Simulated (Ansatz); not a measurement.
Ansatz (a program for electronic structure) input:
A basis named .json is the Basis Set Exchange file of that set.

Ansatz 0.2 input:
```yaml
crystal:
  periodic: [false, false, false]
  atoms:
    - {symbol: C, position_ang: [-0.00042255, -0.00054284, 0.66960135]}
    - {symbol: C, position_ang: [0.00042255, 0.00054284, -0.66960135]}
    - {symbol: Cl, position_ang: [0.00445506, 1.45010322, 1.59085632]}
    - {symbol: Cl, position_ang: [-0.00646139, -1.45268069, 1.58849617]}
    - {symbol: Cl, position_ang: [-0.00445506, -1.45010322, -1.59085632]}
    - {symbol: Cl, position_ang: [0.00646139, 1.45268069, -1.58849617]}
basis:
  gaussian:
    orbitals: cc-pV_T+d_Z.json
magnetization: {spin_polarized: false}
correlation: {method: ccsd_t, electrons: outside_noble_gas}
```

Q: Which total energy does the run end on?

A: -1914.96890 Eh (CCSD(T)/cc-pV(T+d)Z). The basis has 216 functions.
